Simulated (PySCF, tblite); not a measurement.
# C4H4N2: protonation

Wanted: protonation for C4H4N2 (`c1ccnnc1`).

Programs: tblite 0.8.0 and PySCF 2.14.0, with routines of our own; each step states its level. All values are computed. Atoms count from 0.

### 1 The system as given

10 atoms, charge 0, multiplicity 1; geometry from: start built from the parent or by distance geometry.

### 2 Geometry optimisation with GFN2-xTB

The job: settings as JSON, then the geometry in Å.

```
{"job": {"kind": "relax", "xc": "GFN2-xTB", "basis": "xTB"}, "charge": 0, "multiplicity": 1}
C      0.701300     0.767100     0.055900
C     -0.702000     0.742500     0.020700
C     -1.350900    -0.483600    -0.044600
N     -0.638400    -1.588100    -0.139100
N      0.682800    -1.567000    -0.090200
C      1.380100    -0.407200    -0.022200
H      1.176000     1.741600     0.122500
H     -1.237300     1.673800     0.107700
H     -2.451300    -0.492700    -0.061400
H      2.457400    -0.377200     0.005600
```

The run is started by

```bash
$ OMP_NUM_THREADS=1 python redox_run.py task.json out
```

This one command runs all jobs of the session in turn.

The log of the run:

```text
step      E/eV     max force
  0    -445.83214    2.199
  1    -445.91710    1.000
  2    -445.95764    0.796
  3    -446.02219    0.495
  4    -446.03934    0.361
  5    -446.04908    0.193
  6    -446.05270    0.172
  7    -446.05465    0.117
  8    -446.05542    0.069
  9    -446.05595    0.051
 10    -446.05616    0.028
 11    -446.05621    0.012
 12    -446.05622    0.008
```

Wall time 0.04 s (1 thread of Arm Neoverse V2, shared host).

Step by step:

```tsv
step	energy from step 0 (eV)	largest force (eV/Å)
0	0.0000	2.1986
1	-0.0850	0.9995
2	-0.1255	0.7960
3	-0.1901	0.4952
4	-0.2072	0.3610
5	-0.2169	0.1932
6	-0.2206	0.1718
7	-0.2225	0.1167
8	-0.2233	0.0686
9	-0.2238	0.0511
10	-0.2240	0.0283
11	-0.2241	0.0116
12	-0.2241	0.0083
```

Distances of close pairs at the start and the end, largest changes first:

```tsv
bond	before (Å)	after (Å)	change (Å)
N4–C5	1.355	1.319	-0.036
C0–C5	1.359	1.394	+0.036
N3–N4	1.322	1.298	-0.024
C0–C1	1.404	1.381	-0.023
C2–H8	1.101	1.081	-0.020
C0–H6	1.086	1.080	-0.006
C1–C2	1.389	1.394	+0.006
C5–H9	1.078	1.081	+0.003
```

The end geometry stands in the next job.

### 3 Harmonic vibrations with GFN2-xTB

The job: settings as JSON, then the geometry in Å.

```
{"job": {"kind": "ir", "xc": "GFN2-xTB", "basis": "xTB"}, "charge": 0, "multiplicity": 1}
C      0.674819     0.823565     0.056915
C     -0.705436     0.795250     0.042104
C     -1.306135    -0.459645    -0.051049
N     -0.613994    -1.579630    -0.122333
N      0.684102    -1.553429    -0.103413
C      1.328161    -0.406175    -0.016344
H      1.227003     1.749077     0.123156
H     -1.296819     1.696742     0.100356
H     -2.380579    -0.577188    -0.069864
H      2.406641    -0.479257    -0.004583
```

The log of the run:

```text
mode    cm-1     km/mol
  1     301.5      7.08
  2     324.2      0.00
  3     597.0      0.08
  4     637.6      2.93
  5     725.6      8.50
  6     729.3      0.00
  7     910.8      0.00
  8     923.1      0.64
  9     935.7      0.00
 10    1017.8      6.20
 11    1081.3     19.25
 12    1097.8      0.70
 13    1107.0     13.63
 14    1148.3      1.33
 15    1205.9      1.36
 16    1235.6      0.04
 17    1378.4      3.55
 18    1411.8     25.70
 19    1540.7      7.79
 20    1541.2      5.48
 21    3068.5      3.98
 22    3071.9      7.29
 23    3077.5     64.82
 24    3086.6     33.27
ZPE 192.329  H(298)-E 206.576  G(298)-E 121.697 kJ/mol  S 284.68 J/(mol K)
```

It took 0.17 s on 1 thread of Arm Neoverse V2, shared host.

Which atoms move in the most intense modes:

```tsv
cm⁻¹	km/mol	atoms
726	8.5	H7 27 %, H6 27 %, H9 17 %, H8 17 %
1081	19.2	N4 17 %, N3 17 %, C5 16 %, C2 15 %
1107	13.6	H9 26 %, H8 26 %
1412	25.7	C5 20 %, C2 20 %, N3 14 %, N4 14 %
1541	7.8	C2 28 %, C5 28 %, C0 13 %, C1 10 %
3072	7.3	H8 42 %, H9 41 %
3078	64.8	H6 25 %, H7 24 %, H9 22 %, H8 21 %
3087	33.3	H7 42 %, H6 40 %
```

### 4 Optimising the geometry at PBE0-D3(BJ)/def2-SVP

The job, as its differences from that of step 3:

```diff
@@ -1,2 +1,2 @@
-{"job": {"kind": "ir", "xc": "GFN2-xTB", "basis": "xTB"}, "charge": 0, "multiplicity": 1}
+{"job": {"xc": "PBE0", "basis": "def2-SVP", "d3": "d3bj", "grid": 1, "kind": "geom"}, "charge": 0, "multiplicity": 1}
 C      0.674819     0.823565     0.056915
```

The log of the run:

```text
step   0  E = -263.79138176  max force = 0.012998
step   1  E = -263.79246178  max force = 0.002496
step   2  E = -263.79247245  max force = 0.000246
optimisation converged
```

Wall time 10 s (1 thread of Arm Neoverse V2, shared host).

Step by step:

```tsv
step	energy from step 0 (eV)	largest force component (eV/Å)
0	0.0000	0.6684
1	-0.0294	0.1283
2	-0.0297	0.0126
```

Distances of close pairs at the start and the end, largest changes first:

```tsv
bond	before (Å)	after (Å)	change (Å)
N3–N4	1.298	1.316	+0.017
C2–H8	1.081	1.094	+0.013
C5–H9	1.081	1.094	+0.013
C1–H7	1.080	1.092	+0.013
C0–H6	1.080	1.092	+0.013
C2–N3	1.319	1.329	+0.011
N4–C5	1.319	1.329	+0.011
C0–C1	1.381	1.383	+0.003
```

The final coordinates are the input of the step that follows.

```tsv
at the end point	value
point group (found at 0.08 Å tolerance)	C2v
rotational constants (GHz, main isotopes)	6.285, 6.012, 3.073
dipole moment (D)	4.12
```

### 5 Harmonic vibrations (C4H4N2): PBE0-D3(BJ)/def2-SVP

The job: settings as JSON, then the geometry in Å.

```
{"job": {"xc": "PBE0", "basis": "def2-SVP", "d3": "d3bj", "grid": 2, "kind": "hessian"}, "charge": 0, "multiplicity": 1}
C      0.676470     0.824346     0.067352
C     -0.706570     0.796618     0.050176
C     -1.308491    -0.459665    -0.054816
N     -0.622609    -1.595404    -0.136983
N      0.693003    -1.569027    -0.120416
C      1.330626    -0.406797    -0.021913
H      1.239973     1.756868     0.145746
H     -1.308752     1.705779     0.114046
H     -2.397372    -0.568386    -0.074977
H      2.423149    -0.471811    -0.014780
```

The log of the run:

```text
coarse grid: 8952 points
cycle   1  E = -263.7443549993  dE =  9.799e-01  |g| = 2.468e-01  |ddm| = 3.722e+00
cycle   2  E = -263.7543924384  dE = -1.004e-02  |g| = 1.563e-01  |ddm| = 5.852e-01
cycle   3  E = -263.7582709424  dE = -3.879e-03  |g| = 1.003e-01  |ddm| = 2.763e-01
cycle   4  E = -263.7604635114  dE = -2.193e-03  |g| = 2.435e-02  |ddm| = 9.849e-02
cycle   5  E = -263.7606047864  dE = -1.413e-04  |g| = 7.869e-03  |ddm| = 3.179e-02
cycle   6  E = -263.7606212225  dE = -1.644e-05  |g| = 1.971e-03  |ddm| = 9.950e-03
cycle   7  E = -263.7606222482  dE = -1.026e-06  |g| = 1.829e-04  |ddm| = 2.281e-03
final grid: 88304 points
cycle   8  E = -263.7924738894  dE = -1.935e-05  |g| = 5.095e-03  |ddm| = 2.007e-02
cycle   9  E = -263.7924747797  dE = -8.903e-07  |g| = 4.921e-03  |ddm| = 1.136e-02
cycle  10  E = -263.7924808771  dE = -6.097e-06  |g| = 9.019e-04  |ddm| = 5.692e-03
cycle  11  E = -263.7924810659  dE = -1.887e-07  |g| = 2.462e-04  |ddm| = 1.021e-03
cycle  12  E = -263.7924810801  dE = -1.422e-08  |g| = 5.814e-05  |ddm| = 2.668e-04
cycle  13  E = -263.7924810809  dE = -7.647e-10  |g| = 1.999e-05  |ddm| = 7.713e-05
cycle  14  E = -263.7924810810  dE = -1.140e-10  |g| = 1.897e-06  |ddm| = 2.150e-05
cycle  15  E = -263.7924810810  dE =  1.023e-12  |g| = 1.333e-06  |ddm| = 3.299e-06
converged SCF energy = -263.7924810810

mode    cm-1
  1     379.3
  2     380.2
  3     632.4
  4     686.1
  5     766.9
  6     786.0
  7     948.9
  8     994.7
  9    1035.8
 10    1054.6
 11    1055.9
 12    1091.7
 13    1113.2
 14    1168.9
 15    1263.0
 16    1315.3
 17    1446.5
 18    1499.1
 19    1650.9
 20    1655.9
 21    3202.5
 22    3206.3
 23    3221.5
 24    3234.3
ZPE 202.109  H(298)-E 215.632  G(298)-E 131.925 kJ/mol  S 280.75 J/(mol K)
```

Wall time 2.3 min (1 thread of Arm Neoverse V2, shared host); peak memory 1.5 GiB.

Zero-point energy 202.11 kJ/mol (xTB gave 192.33).

### 6 Single point (C4H4N2): wB97X-D3(BJ)/def2-TZVP

Geometry: PBE0-D3(BJ)/def2-SVP.

The job, as its differences from that of step 5:

```diff
@@ -1,2 +1,2 @@
-{"job": {"xc": "PBE0", "basis": "def2-SVP", "d3": "d3bj", "grid": 2, "kind": "hessian"}, "charge": 0, "multiplicity": 1}
+{"job": {"kind": "sp", "xc": "wB97X", "basis": "def2-TZVP", "d3": "d3bj", "grid": 2}, "charge": 0, "multiplicity": 1}
 C      0.676470     0.824346     0.067352
```

The log of the run:

```text
coarse grid: 8952 points
cycle   1  E = -264.4689456196  dE =  1.274e+00  |g| = 3.394e-01  |ddm| = 2.731e+00
cycle   2  E = -264.4910188328  dE = -2.207e-02  |g| = 2.311e-01  |ddm| = 4.951e-01
cycle   3  E = -264.5006116026  dE = -9.593e-03  |g| = 9.214e-02  |ddm| = 2.370e-01
cycle   4  E = -264.5025014295  dE = -1.890e-03  |g| = 1.880e-02  |ddm| = 1.099e-01
cycle   5  E = -264.5025955921  dE = -9.416e-05  |g| = 5.856e-03  |ddm| = 3.144e-02
cycle   6  E = -264.5026065473  dE = -1.096e-05  |g| = 1.539e-03  |ddm| = 1.150e-02
cycle   7  E = -264.5026077672  dE = -1.220e-06  |g| = 6.781e-04  |ddm| = 4.383e-03
final grid: 88304 points
cycle   8  E = -264.4830046500  dE = -3.710e-05  |g| = 1.899e-03  |ddm| = 3.956e-02
cycle   9  E = -264.4830054647  dE = -8.147e-07  |g| = 7.959e-04  |ddm| = 4.453e-03
cycle  10  E = -264.4830056140  dE = -1.492e-07  |g| = 2.602e-04  |ddm| = 8.546e-04
cycle  11  E = -264.4830056372  dE = -2.327e-08  |g| = 8.800e-05  |ddm| = 4.082e-04
cycle  12  E = -264.4830056399  dE = -2.708e-09  |g| = 4.053e-05  |ddm| = 1.487e-04
converged SCF energy = -264.4830056399
```

Wall time 9.3 s (1 thread of Arm Neoverse V2, shared host); peak memory 0.67 GiB.

### 7 Relaxing the molecule with GFN2-xTB

This step treats C4H5N2+, `c1cc[nH+]nc1`.

The job: settings as JSON, then the geometry in Å.

```
{"job": {"kind": "relax", "xc": "GFN2-xTB", "basis": "xTB"}, "charge": 1, "multiplicity": 1}
C      0.692700     0.818200     0.062100
C     -0.717300     0.805300     0.027200
C     -1.291000    -0.467300    -0.051600
N     -0.625100    -1.580800    -0.157600
N      0.689800    -1.572900    -0.109100
C      1.319600    -0.408500    -0.030700
H      1.240400     1.762700     0.134700
H     -1.297300     1.714800     0.119100
H     -2.388400    -0.575200    -0.076200
H      2.413800    -0.474500    -0.009500
H     -1.013600    -2.559500    -0.033400
```

The log of the run:

```text
step      E/eV     max force
  0    -448.15322    2.797
  1    -448.26253    1.689
  2    -448.31658    0.792
  3    -448.35792    0.475
  4    -448.37121    0.327
  5    -448.37729    0.208
  6    -448.38102    0.160
  7    -448.38368    0.108
  8    -448.38476    0.095
  9    -448.38559    0.076
 10    -448.38643    0.099
 11    -448.38710    0.078
 12    -448.38753    0.054
 13    -448.38778    0.034
 14    -448.38791    0.030
 15    -448.38798    0.027
 16    -448.38804    0.024
 17    -448.38813    0.031
 18    -448.38825    0.036
 19    -448.38836    0.029
 20    -448.38843    0.024
 21    -448.38849    0.021
 22    -448.38856    0.027
 23    -448.38863    0.026
 24    -448.38868    0.017
 25    -448.38870    0.011
 26    -448.38871    0.012
 27    -448.38872    0.008
```

Run time: 0.19 s. Hardware: 1 thread of Arm Neoverse V2, shared host.

Along the way:

```tsv
step	energy from step 0 (eV)	largest force (eV/Å)
0	0.0000	2.7974
1	-0.1093	1.6893
2	-0.1634	0.7919
3	-0.2047	0.4748
4	-0.2180	0.3274
5	-0.2241	0.2080
6	-0.2278	0.1605
7	-0.2305	0.1079
8	-0.2315	0.0946
9	-0.2324	0.0760
10	-0.2332	0.0993
11	-0.2339	0.0783
12	-0.2343	0.0542
13	-0.2346	0.0344
14	-0.2347	0.0302
15	-0.2348	0.0270
16	-0.2348	0.0236
17	-0.2349	0.0312
18	-0.2350	0.0356
19	-0.2351	0.0291
20	-0.2352	0.0242
21	-0.2353	0.0211
22	-0.2353	0.0272
23	-0.2354	0.0257
24	-0.2355	0.0175
25	-0.2355	0.0109
26	-0.2355	0.0124
27	-0.2355	0.0075
```

Distances of close pairs at the start and the end, largest changes first:

```tsv
bond	before (Å)	after (Å)	change (Å)
N3–H10	1.060	1.025	-0.035
C2–N3	1.302	1.327	+0.026
C0–C1	1.410	1.386	-0.025
C2–H8	1.103	1.081	-0.022
C0–C5	1.381	1.403	+0.022
N3–N4	1.316	1.298	-0.018
C5–H9	1.096	1.081	-0.016
N4–C5	1.326	1.311	-0.015
```

The next job starts from the end point, and lists it.

### 8 Vibrational analysis with GFN2-xTB

The job: settings as JSON, then the geometry in Å.

```
{"job": {"kind": "ir", "xc": "GFN2-xTB", "basis": "xTB"}, "charge": 1, "multiplicity": 1}
C      0.673195     0.805947     0.051659
C     -0.712461     0.780051     0.040382
C     -1.340131    -0.461242    -0.031620
N     -0.586018    -1.552225    -0.088116
N      0.711624    -1.562709    -0.081727
C      1.351022    -0.420426    -0.013669
H      1.219875     1.734918     0.108203
H     -1.298916     1.685278     0.085671
H     -2.415202    -0.572350    -0.042716
H      2.429520    -0.490626    -0.011571
H     -1.008965    -2.484285    -0.141472
```

The log of the run:

```text
mode    cm-1     km/mol
  1     296.8      2.78
  2     365.1      8.46
  3     592.2      5.77
  4     620.1      2.36
  5     698.7      3.74
  6     729.1    109.62
  7     861.5     22.10
  8     905.0      0.03
  9     938.2      0.14
 10     946.6      0.53
 11    1000.8     14.36
 12    1063.3     28.34
 13    1078.4      6.59
 14    1083.0      7.96
 15    1142.6      0.07
 16    1200.7      0.88
 17    1265.3     11.74
 18    1303.4      2.21
 19    1367.3      8.60
 20    1426.9     27.95
 21    1533.4     14.05
 22    1537.1     14.09
 23    3084.4     17.41
 24    3091.6     11.22
 25    3100.1     20.96
 26    3108.8     16.96
 27    3234.0    135.19
ZPE 224.745  H(298)-E 239.148  G(298)-E 152.245 kJ/mol  S 291.48 J/(mol K)
```

Run time: 0.19 s. Hardware: 1 thread of Arm Neoverse V2, shared host.

Which atoms move in the most intense modes:

```tsv
cm⁻¹	km/mol	atoms
729	109.6	H10 23 %, H7 21 %, H9 17 %, H6 13 %
862	22.1	H10 60 %, N3 15 %
1063	28.3	N4 22 %, N3 20 %, C5 14 %, C2 13 %
1427	27.9	C2 22 %, H10 14 %, C1 14 %, C5 12 %
3084	17.4	H8 85 %
3100	21.0	H7 48 %, H6 33 %
3109	17.0	H6 49 %, H7 38 %
3234	135.2	H10 93 %
```

### 9 Geometry optimisation at PBE0-D3(BJ)/def2-SVP

This step treats C₄H₅N₂+, `c1cc[nH+]nc1`.

The job, as its differences from that of step 8:

```diff
@@ -1,2 +1,2 @@
-{"job": {"kind": "ir", "xc": "GFN2-xTB", "basis": "xTB"}, "charge": 1, "multiplicity": 1}
+{"job": {"xc": "PBE0", "basis": "def2-SVP", "d3": "d3bj", "grid": 1, "kind": "geom"}, "charge": 1, "multiplicity": 1}
 C      0.673195     0.805947     0.051659
```

The log of the run:

```text
step   0  E = -264.15865219  max force = 0.016702
step   1  E = -264.15968630  max force = 0.002354
step   2  E = -264.15970498  max force = 0.000226
step   3  E = -264.15970427  max force = 0.000165
optimisation converged
```

Run time: 15 s. Hardware: 1 thread of Arm Neoverse V2, shared host; peak memory 0.45 GiB.

Relaxation path:

```tsv
step	energy from step 0 (eV)	largest force component (eV/Å)
0	0.0000	0.8589
1	-0.0281	0.1210
2	-0.0286	0.0116
3	-0.0286	0.0085
```

Distances of close pairs at the start and the end, largest changes first:

```tsv
bond	before (Å)	after (Å)	change (Å)
C0–H6	1.079	1.093	+0.013
C5–H9	1.081	1.093	+0.012
C1–H7	1.080	1.092	+0.012
C2–H8	1.081	1.092	+0.011
N3–N4	1.298	1.306	+0.008
N4–C5	1.311	1.319	+0.008
C2–N3	1.327	1.333	+0.005
C0–C5	1.403	1.407	+0.004
```

The next job starts from the end point, and lists it.

```tsv
at the end point	value
point group (found at 0.08 Å tolerance)	Cs
rotational constants (GHz, main isotopes)	6.067, 5.872, 2.984
```

### 10 Harmonic vibrations (C4H5N2+): PBE0-D3(BJ)/def2-SVP

The job: settings as JSON, then the geometry in Å.

```
{"job": {"xc": "PBE0", "basis": "def2-SVP", "d3": "d3bj", "grid": 2, "kind": "hessian"}, "charge": 1, "multiplicity": 1}
C      0.670712     0.799870     0.070669
C     -0.714363     0.788048     0.059033
C     -1.342836    -0.451610    -0.037532
N     -0.582212    -1.543195    -0.112791
N      0.723227    -1.585021    -0.105002
C      1.351309    -0.428508    -0.014379
H      1.232238     1.734474     0.142796
H     -1.308827     1.701609     0.121091
H     -2.425253    -0.597085    -0.056178
H      2.442759    -0.490368    -0.009965
H     -1.022832    -2.465378    -0.184563
```

The log of the run:

```text
coarse grid: 9568 points
cycle   1  E = -264.0884892185  dE =  1.371e+00  |g| = 3.941e-01  |ddm| = 3.746e+00
cycle   2  E = -264.0293537309  dE =  5.914e-02  |g| = 6.459e-01  |ddm| = 9.799e-01
cycle   3  E = -264.1279577986  dE = -9.860e-02  |g| = 7.217e-02  |ddm| = 5.689e-01
cycle   4  E = -264.1287551693  dE = -7.974e-04  |g| = 4.649e-02  |ddm| = 1.129e-01
cycle   5  E = -264.1292551513  dE = -5.000e-04  |g| = 1.178e-02  |ddm| = 4.377e-02
cycle   6  E = -264.1292812450  dE = -2.609e-05  |g| = 3.566e-03  |ddm| = 1.155e-02
cycle   7  E = -264.1292841101  dE = -2.865e-06  |g| = 1.437e-03  |ddm| = 4.798e-03
final grid: 93680 points
cycle   8  E = -264.1596994180  dE = -2.151e-05  |g| = 5.960e-03  |ddm| = 2.088e-02
cycle   9  E = -264.1596974925  dE =  1.925e-06  |g| = 6.624e-03  |ddm| = 1.215e-02
cycle  10  E = -264.1597084156  dE = -1.092e-05  |g| = 1.569e-03  |ddm| = 7.072e-03
cycle  11  E = -264.1597090864  dE = -6.709e-07  |g| = 1.932e-04  |ddm| = 1.682e-03
cycle  12  E = -264.1597090942  dE = -7.755e-09  |g| = 8.240e-05  |ddm| = 2.293e-04
cycle  13  E = -264.1597090956  dE = -1.449e-09  |g| = 1.712e-05  |ddm| = 7.598e-05
cycle  14  E = -264.1597090957  dE = -4.491e-11  |g| = 1.127e-05  |ddm| = 2.377e-05
cycle  15  E = -264.1597090957  dE = -3.342e-11  |g| = 1.184e-06  |ddm| = 1.059e-05
converged SCF energy = -264.1597090957

mode    cm-1
  1     371.2
  2     413.3
  3     632.6
  4     674.7
  5     741.3
  6     770.6
  7     919.8
  8     966.1
  9    1026.0
 10    1046.3
 11    1058.9
 12    1068.9
 13    1097.5
 14    1108.9
 15    1180.5
 16    1293.6
 17    1374.3
 18    1418.6
 19    1491.5
 20    1578.6
 21    1673.2
 22    1675.1
 23    3239.9
 24    3248.0
 25    3251.9
 26    3259.6
 27    3536.9
ZPE 239.959  H(298)-E 253.568  G(298)-E 167.911 kJ/mol  S 287.29 J/(mol K)
```

Run time: 2.9 min. Hardware: 1 thread of Arm Neoverse V2, shared host; peak memory 1.6 GiB.

Zero-point energy 239.96 kJ/mol (xTB gave 224.75).

### 11 Single point (C4H5N2+): wB97X-D3(BJ)/def2-TZVP

Geometry: PBE0-D3(BJ)/def2-SVP.

The job, as its differences from that of step 10:

```diff
@@ -1,2 +1,2 @@
-{"job": {"xc": "PBE0", "basis": "def2-SVP", "d3": "d3bj", "grid": 2, "kind": "hessian"}, "charge": 1, "multiplicity": 1}
+{"job": {"kind": "sp", "xc": "wB97X", "basis": "def2-TZVP", "d3": "d3bj", "grid": 2}, "charge": 1, "multiplicity": 1}
 C      0.670712     0.799870     0.070669
```

The log of the run:

```text
coarse grid: 9568 points
cycle   1  E = -264.7991789368  dE =  1.731e+00  |g| = 5.003e-01  |ddm| = 2.675e+00
cycle   2  E = -264.8274905685  dE = -2.831e-02  |g| = 4.616e-01  |ddm| = 8.351e-01
cycle   3  E = -264.8678820586  dE = -4.039e-02  |g| = 7.243e-02  |ddm| = 2.356e-01
cycle   4  E = -264.8689298581  dE = -1.048e-03  |g| = 2.861e-02  |ddm| = 8.233e-02
cycle   5  E = -264.8691242439  dE = -1.944e-04  |g| = 5.415e-03  |ddm| = 3.161e-02
cycle   6  E = -264.8691330922  dE = -8.848e-06  |g| = 2.770e-03  |ddm| = 8.896e-03
final grid: 93680 points
cycle   7  E = -264.8482613631  dE = -4.213e-05  |g| = 4.082e-03  |ddm| = 3.792e-02
cycle   8  E = -264.8482618089  dE = -4.459e-07  |g| = 4.257e-03  |ddm| = 5.440e-03
cycle   9  E = -264.8482653869  dE = -3.578e-06  |g| = 4.754e-04  |ddm| = 2.476e-03
cycle  10  E = -264.8482654875  dE = -1.005e-07  |g| = 2.797e-04  |ddm| = 6.040e-04
cycle  11  E = -264.8482655223  dE = -3.483e-08  |g| = 8.270e-05  |ddm| = 2.822e-04
cycle  12  E = -264.8482655289  dE = -6.621e-09  |g| = 4.191e-05  |ddm| = 1.524e-04
converged SCF energy = -264.8482655289
```

It took 11 s on 1 thread of Arm Neoverse V2, shared host; peak memory 0.68 GiB.

### 12 Protonation: wB97X-D3(BJ)/def2-TZVP

This step combines the energies above: geometries from PBE0-D3(BJ)/def2-SVP, zero-point and thermal terms from PBE0-D3(BJ)/def2-SVP.

The job: settings as JSON, then the geometry in Å.

```
{"job": {"kind": "pa", "geom": {"xc": "PBE0", "basis": "def2-SVP", "d3": "d3bj", "grid": 1}, "hess": 1, "level": {"xc": "wB97X", "basis": "def2-TZVP", "d3": "d3bj"}}, "charge": 0, "multiplicity": 1}
C      0.676470     0.824346     0.067352
C     -0.706570     0.796618     0.050176
C     -1.308491    -0.459665    -0.054816
N     -0.622609    -1.595404    -0.136983
N      0.693003    -1.569027    -0.120416
C      1.330626    -0.406797    -0.021913
H      1.239973     1.756868     0.145746
H     -1.308752     1.705779     0.114046
H     -2.397372    -0.568386    -0.074977
H      2.423149    -0.471811    -0.014780
```

Output (the driver's rows laid out field by field):

```text
protonation site by site, wB97X-D3(BJ)/def2-TZVP // PBE0-D3(BJ)/def2-SVP

row 1
  formula                 C4H5N2
  charge                  1
  multiplicity            1
  smiles                  c1cc[nH+]nc1
  kept                    yes
  pieces                  1
  point_group             Cs
  atom                    3
  element                 N
  electronic              958.99
  enthalpy                927.25
  free_energy             896.72
  share_gas               1.0
```

It took 5.9 min on 1 thread of Arm Neoverse V2, shared host; peak memory 0.68 GiB.

Energy given off on adding a proton (kJ/mol, gas phase, 298 K for the thermal columns):

```tsv
site	product	electronic	enthalpy	free energy
N3	c1cc[nH+]nc1	959.0	927.2	896.7
```

### 13 Single point (C₄H₄N₂): TPSS-D3(BJ)/def2-TZVP

Geometry: PBE0-D3(BJ)/def2-SVP.

The job, as its differences from that of step 12:

```diff
@@ -1,2 +1,2 @@
-{"job": {"kind": "pa", "geom": {"xc": "PBE0", "basis": "def2-SVP", "d3": "d3bj", "grid": 1}, "hess": 1, "level": {"xc": "wB97X", "basis": "def2-TZVP", "d3": "d3bj"}}, "charge": 0, "multiplicity": 1}
+{"job": {"kind": "sp", "xc": "TPSS", "basis": "def2-TZVP", "d3": "d3bj", "grid": 4, "scf": {"diis_space": 4}}, "charge": 0, "multiplicity": 1}
 C      0.676470     0.824346     0.067352
```

The log of the run:

```text
final grid: 233016 points
cycle   1  E = -264.4132499401  dE =  8.246e-01  |g| = 3.476e-01  |ddm| = 2.767e+00
cycle   2  E = -264.4147943586  dE = -1.544e-03  |g| = 3.279e-01  |ddm| = 1.331e+00
cycle   3  E = -264.4422811487  dE = -2.749e-02  |g| = 8.256e-02  |ddm| = 9.511e-01
cycle   4  E = -264.4437335821  dE = -1.452e-03  |g| = 2.486e-02  |ddm| = 9.848e-02
cycle   5  E = -264.4438470123  dE = -1.134e-04  |g| = 1.297e-02  |ddm| = 3.268e-02
cycle   6  E = -264.4438845262  dE = -3.751e-05  |g| = 4.854e-03  |ddm| = 1.806e-02
cycle   7  E = -264.4438895161  dE = -4.990e-06  |g| = 2.289e-03  |ddm| = 9.146e-03
cycle   8  E = -264.4438905697  dE = -1.054e-06  |g| = 9.047e-04  |ddm| = 5.270e-03
cycle   9  E = -264.4438907736  dE = -2.038e-07  |g| = 2.713e-04  |ddm| = 1.590e-03
cycle  10  E = -264.4438907786  dE = -5.007e-09  |g| = 2.161e-04  |ddm| = 3.054e-04
cycle  11  E = -264.4438907851  dE = -6.541e-09  |g| = 1.481e-04  |ddm| = 3.818e-04
cycle  12  E = -264.4438907905  dE = -5.392e-09  |g| = 4.392e-05  |ddm| = 2.152e-04
converged SCF energy = -264.4438907905
```

It took 62 s on 1 thread of Arm Neoverse V2, shared host; peak memory 0.5 GiB.

[end of part 1 of 2]
